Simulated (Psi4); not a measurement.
# A workflow on CH5Al (SMILES [CH3][AlH2])

Aim: a structure relaxation (CAM-B3LYP/3-21G), then vibrational wavenumbers, then the energy (SCS-MP2/aug-cc-pVDZ) of CH5Al. 

The results are computed with Psi4 1.11.

### Step 1. Starting point

CH5Al has 7 atoms, charge 0, and is taken as a singlet. As SMILES, `[CH3][AlH2]`. All atoms were displaced at random from a relaxed shape. The run starts from this shape.

Bond lengths: C1–Al2 1.935 Å, C1–H3 1.083 Å, C1–H4 1.155 Å, C1–H5 1.082 Å, Al2–H6 1.579 Å, Al2–H7 1.608 Å. Angles: C1–Al2–H6 117.9°, C1–Al2–H7 120.4°, Al2–C1–H3 120.9°, Al2–C1–H4 113.0°, Al2–C1–H5 109.5°, H6–Al2–H7 120.7°, H3–C1–H4 100.1°, H3–C1–H5 106.7°, H4–C1–H5 105.3°.

### Step 2. A geometry optimisation at CAM-B3LYP/3-21G (density fitting) (run 1)

ch5al.xyz

```xyz
7
CH5Al
C     -0.442832    -0.683200    -0.313081
Al     0.622996     0.748829     0.433989
H     -1.125332    -1.250466     0.308206
H     -1.169123    -0.323622    -1.135905
H      0.205633    -1.401325    -0.797643
H      0.004540     1.588479     1.619474
H      1.957691     1.244953    -0.313708
```

ch5al.py

```python
import psi4

psi4.set_memory(1600000000)
psi4.set_num_threads(1)
psi4.set_output_file('ch5al.out', False)

with open('ch5al.xyz') as f:
    atoms = ''.join(f.readlines()[2:])
geom = psi4.geometry('0 1\n' + atoms + '')

psi4.set_options({
    'basis': '3-21G',
    'geom_maxiter': 60,
})

E = psi4.optimize("cam-b3lyp")
print(f'total energy {E:.8f} hartree = {E * 27.211386:.5f} eV')
print(geom.to_string(dtype='xyz', units='Angstrom'))
for k, v in sorted(psi4.core.scalar_variables().items()):
    print(f'{k:45s} {v:18.10f}')
```

Launch:

```bash
python ch5al.py
```

ch5al.out:

```text
[...]
  Running in c1 symmetry.
[...]
  Nuclear repulsion =   50.610865053789617
[...]
  Multiplicity = 1
[...]
  Nalpha       = 12
  Nbeta        = 12
[...]
    Number of basis functions: 32
[...]
   @DF-RKS iter   1:  -281.79290068667444   -6.10930e-01   1.58841e-02 ADIIS/DIIS
[...]
   @DF-RKS iter   6:  -281.92840703519283   -5.62750e-12   8.81988e-09 DIIS
[...]
    Orbital Energies [Eh]
    ---------------------
    Doubly Occupied:
       1A    -55.703505     2A    -10.164832     3A     -4.174110
       4A     -2.726616     5A     -2.720158     6A     -2.719582
       7A     -0.753873     8A     -0.474511     9A     -0.456988
      10A     -0.454339    11A     -0.351085    12A     -0.342160
[...]
  @DF-RKS Final Energy:  -281.92840703519283
   => Energetics <=
    Nuclear Repulsion Energy =             50.1742864767729344
    One-Electron Energy =                -488.9459685371617752
    Two-Electron Energy =                 176.0285364387074196
    DFT Exchange-Correlation Energy =     -19.1852614135113804
    Empirical Dispersion Energy =           0.0000000000000000
    VV10 Nonlocal Energy =                  0.0000000000000000
    Total Energy =                       -281.9284070351928335
[...]
 Multipole Moments:
 ------------------------------------------------------------------------------------
     Multipole            Electronic (a.u.)      Nuclear  (a.u.)        Total (a.u.)
 ------------------------------------------------------------------------------------
 L = 1.  Multiply by 2.5417464519 to convert [e a0] to [Debye]
 Dipole X            :          1.2467605           -1.4018445           -0.1550840
 Dipole Y            :          1.7428303           -1.9591328           -0.2163024
 Dipole Z            :          0.9434546           -1.0585514           -0.1150968
 Magnitude           :                                                    0.2899742
[...]
  -Total Gradient:
     Atom            X                  Y                   Z
    ------   -----------------  -----------------  -----------------
       1        0.000005555471    -0.000067653657    -0.000068871088
       2       -0.000013135957     0.000001133073     0.000037886820
       3       -0.000028282304     0.000014363118    -0.000003000219
       4       -0.000012561802    -0.000013786072     0.000025299176
       5        0.000025614740     0.000063430572     0.000021773054
       6        0.000026851133     0.000020251274    -0.000000859156
       7        0.000003169417    -0.000007011832    -0.000006495277
[...]
```

The script printed:

```text
Optimizer: Optimization complete!
total energy -281.92840704 hartree = -7671.66271 eV
7
0 1 AlCH5
C                    -0.686257159861    -0.995239825387    -0.506198655341
Al                    0.348200079309     0.502135946597     0.257782313812
H                    -1.306252484097    -1.491082629977     0.247276887523
H                    -1.363325658461    -0.628464770259    -1.289860436626
H                    -0.035262665295    -1.742771838477    -0.970722833457
H                    -0.186602322806     1.310794765239     1.537068213126
H                     1.740560883652     0.958467708251    -0.397901229984

CURRENT ENERGY                                   -281.9284070352
CURRENT REFERENCE ENERGY                         -281.9284070352
DD SOLVATION ENERGY                                 0.0000000000
DFT FUNCTIONAL TOTAL ENERGY                      -281.9284070352
DFT TOTAL ENERGY                                 -281.9284070352
DFT VV10 ENERGY                                     0.0000000000
DFT XC ENERGY                                     -19.1852614135
GRID ELECTRONS ALPHA                               11.9999955369
GRID ELECTRONS BETA                                11.9999955369
GRID ELECTRONS TOTAL                               23.9999910737
NUCLEAR REPULSION ENERGY                           50.1742864768
ONE-ELECTRON ENERGY                              -488.9459685372
OPTIMIZATION ITERATIONS                             7.0000000000
PCM POLARIZATION ENERGY                             0.0000000000
PE ENERGY                                           0.0000000000
SCF ITERATION ENERGY                             -281.9284070352
SCF ITERATIONS                                      6.0000000000
SCF TOTAL ENERGY                                 -281.9284070352
TWO-ELECTRON ENERGY                               176.0285364387
XC GRID RADIAL POINTS                              75.0000000000
XC GRID SPHERICAL POINTS                          302.0000000000
XC GRID TOTAL POINTS                           152513.0000000000
```

Run time: 15 s. Hardware: 1 thread of Intel Xeon 6975P-C (Granite Rapids), shared host; peak memory 0.36 GiB.

Steps, from the record of the run:

```
step  energy from the first frame kept (eV)  largest force (eV/Å)
   0                                 0.0000                2.1304
   1                                -0.1299                0.6829
   2                                -0.1360                0.7695
   3                                -0.1522                0.1029
   4                                -0.1528                0.0236
   5                                -0.1530                0.0219
   6                                -0.1530                0.0050
```

After the run. Bond lengths: C1–Al2 1.974 Å, C1–H3 1.095 Å, C1–H4 1.099 Å, C1–H5 1.095 Å, Al2–H6 1.605 Å, Al2–H7 1.605 Å. Angles: C1–Al2–H6 121.1°, C1–Al2–H7 120.8°, Al2–C1–H3 112.0°, Al2–C1–H4 110.2°, Al2–C1–H5 111.8°, H6–Al2–H7 118.1°, H3–C1–H4 107.0°, H3–C1–H5 108.6°, H4–C1–H5 107.0°.

### Step 3. Vibrational wavenumbers at CAM-B3LYP/3-21G (density fitting) (run 2)

ch5al.inp

```
memory 1.6 GB

molecule mol {
  C     -0.428019    -0.725751    -0.332856
  Al     0.606438     0.771625     0.431125
  H     -1.048014    -1.221594     0.420619
  H     -1.105087    -0.358976    -1.116518
  H      0.222976    -1.473283    -0.797381
  H      0.071636     1.580283     1.710410
  H      1.998799     1.227956    -0.224559
  symmetry c1
}

set basis 3-21G
set reference rks
set t 400.0
set rotational_symmetry_number 1

e = frequencies('cam-b3lyp')
print_variables()
```

Launch:

```bash
psi4 -i ch5al.inp -o ch5al.out -n 1
```

ch5al.out:

```text
[...]
  Running in c1 symmetry.
[...]
  Nuclear repulsion =   50.174289250667023
[...]
  Multiplicity = 1
[...]
  Nalpha       = 12
  Nbeta        = 12
[...]
    Number of basis functions: 32
[...]
   @DF-RKS iter   1:  -281.80351704956439   -6.34602e-01   1.56124e-02 DIIS/ADIIS
[...]
   @DF-RKS iter   9:  -281.92840617378693   -1.53477e-12   4.75626e-09 DIIS
[...]
  @DF-RKS Final Energy:  -281.92840617378693
   => Energetics <=
    Nuclear Repulsion Energy =             50.1676231483390183
    One-Electron Energy =                -488.9318918481509399
    Two-Electron Energy =                 176.0208009722661018
    DFT Exchange-Correlation Energy =     -19.1849384462411443
    Empirical Dispersion Energy =           0.0000000000000000
    VV10 Nonlocal Energy =                  0.0000000000000000
    Total Energy =                       -281.9284061737869251
[...]
  -Total Gradient:
     Atom            X                  Y                   Z
    ------   -----------------  -----------------  -----------------
       1        0.000028175838    -0.000069560898    -0.000089882893
       2       -0.000051482264    -0.000202800433    -0.000144342017
       3       -0.000027010748     0.000017919113     0.000000196186
       4       -0.000014684196    -0.000014851360     0.000026660285
       5        0.000019444493     0.000057865708     0.000020529148
       6       -0.000121838713     0.000203462052     0.000311832521
       7        0.000174700337     0.000018727305    -0.000119313789
[...]
  ==> Harmonic Vibrational Analysis <==
[...]
  Freq [cm^-1]                 19.8092i            419.1657            513.1998
[...]
  IR activ [km/mol]             0.0394             37.9461             99.2449
[...]
  Freq [cm^-1]                 651.5522            781.2234            788.1304
[...]
  IR activ [km/mol]             3.3098             229.6176            276.8484
[...]
  Freq [cm^-1]                 828.3069           1346.5403           1536.1930
[...]
  IR activ [km/mol]            118.6736            39.0423              3.8776
[...]
  Freq [cm^-1]                1538.5504           1923.9714           1927.9122
[...]
  IR activ [km/mol]             6.1493             115.9642            266.8621
[...]
  Freq [cm^-1]                3055.3024           3121.7117           3150.9096
[...]
  IR activ [km/mol]             3.5258              9.8376              8.6954
[...]
  Total E_0, Enthalpy at 0 [K]                                                         -281.87923809 [Eh]
[...]
  Total H, Enthalpy at  400.00 [K]                                                     -281.87209801 [Eh]
[...]
```

The script printed:

```text
Warning: thermodynamics relations excluded imaginary frequencies: ['19.8092i']
Warning: used thermodynamics relations inappropriate for low-frequency modes: ['419.1657' '513.1998']
```

Run time: 81 s. Hardware: 1 thread of Intel Xeon 6975P-C (Granite Rapids), shared host; peak memory 0.35 GiB.

### Step 4. The energy at SCS-MP2/aug-cc-pVDZ (density fitting) (run 3)

ch5al.inp

```
memory 1.6 GB

molecule system {
  C     -0.428019    -0.725751    -0.332856
  Al     0.606438     0.771625     0.431125
  H     -1.048014    -1.221594     0.420619
  H     -1.105087    -0.358976    -1.116518
  H      0.222976    -1.473283    -0.797381
  H      0.071636     1.580283     1.710410
  H      1.998799     1.227956    -0.224559
}

set {
  basis aug-cc-pVDZ
  reference rhf
  freeze_core true
}

energy_value, wavefunction = energy("scs-mp2", return_wfn=True)
```

Launch:

```bash
psi4 ch5al.inp ch5al.out -n 1
```

ch5al.out:

```text
[...]
  Running in c1 symmetry.
[...]
  Nuclear repulsion =   50.174289250667023
[...]
  Multiplicity = 1
[...]
  Nalpha       = 12
  Nbeta        = 12
[...]
    Number of basis functions: 95
[...]
   @RHF iter   1:  -282.57902303747221   -7.60667e-01   4.40463e-03 ADIIS/DIIS
[...]
   @RHF iter  10:  -282.68216131119897   -3.12639e-12   2.45326e-09 DIIS
[...]
    Orbital Energies [Eh]
    ---------------------
    Doubly Occupied:
       1A    -58.472523     2A    -11.203620     3A     -4.887034
       4A     -3.202441     5A     -3.199161     6A     -3.199128
       7A     -0.921086     8A     -0.547157     9A     -0.544191
      10A     -0.539524    11A     -0.416769    12A     -0.407112
[...]
  @RHF Final Energy:  -282.68216131119897
   => Energetics <=
    Nuclear Repulsion Energy =             50.1742892506670231
    One-Electron Energy =                -490.6334071138694526
    Two-Electron Energy =                 157.7769565520034973
    Total Energy =                       -282.6821613111989109
[...]
 Multipole Moments:
 ------------------------------------------------------------------------------------
     Multipole            Electronic (a.u.)      Nuclear  (a.u.)        Total (a.u.)
 ------------------------------------------------------------------------------------
 L = 1.  Multiply by 2.5417464519 to convert [e a0] to [Debye]
 Dipole X            :          1.2597136           -1.4018425           -0.1421289
 Dipole Y            :          1.7446414           -1.9591347           -0.2144932
 Dipole Z            :          0.9579579           -1.0585539           -0.1005960
 Magnitude           :                                                    0.2762744
[...]
	SCS-MP2 Total Energy (a.u.)        :  -282.92395761637158
	SOS-MP2 Total Energy (a.u.)        :  -282.91034814481520
	SCSN-MP2 Total Energy (a.u.)       :  -282.75401932101676
[...]
	SOS-PI-MP2 Total Energy (a.u.)     :  -282.94837928375125
[...]
	MP2 Total Energy (a.u.)            :  -282.91314542054835
[...]
```

Run time: 5.4 s. Hardware: 1 thread of Intel Xeon 6975P-C (Granite Rapids), shared host; peak memory 0.51 GiB.

### Step 5. Results

| quantity | value |
| --- | --- |
| run 1, CAM-B3LYP/3-21G: total energy at the end | -281.92841 Eh |
| run 1, CAM-B3LYP/3-21G: dipole moment | 0.74 D |
| run 1, CAM-B3LYP/3-21G: HOMO energy | -9.31 eV |
| run 1, CAM-B3LYP/3-21G: LUMO energy | -0.38 eV |
| run 1, CAM-B3LYP/3-21G: HOMO–LUMO gap | 8.93 eV |
| run 2, CAM-B3LYP/3-21G: lowest harmonic wavenumber | 20i cm⁻¹ (imaginary) |
| run 2, CAM-B3LYP/3-21G: highest harmonic wavenumber | 3151 cm⁻¹ |
| run 3, SCS-MP2/aug-cc-pVDZ: total energy | -282.92396 Eh |
| run 3, SCS-MP2/aug-cc-pVDZ: HOMO energy (Hartree–Fock orbitals) | -11.08 eV |
| run 3, SCS-MP2/aug-cc-pVDZ: LUMO energy (Hartree–Fock orbitals) | 0.61 eV |
| run 3, SCS-MP2/aug-cc-pVDZ: HOMO–LUMO gap (Hartree–Fock orbitals) | 11.69 eV |
| run 3, SCS-MP2/aug-cc-pVDZ: correlation energy (6 core orbitals frozen) | -241.8 mEh |

In words: The optimisation (run 1, CAM-B3LYP/3-21G) took 7 steps and changed the energy by -0.153 eV. 1 mode is imaginary (lowest 20i cm⁻¹); so small a value may be numerical noise or a very soft motion.
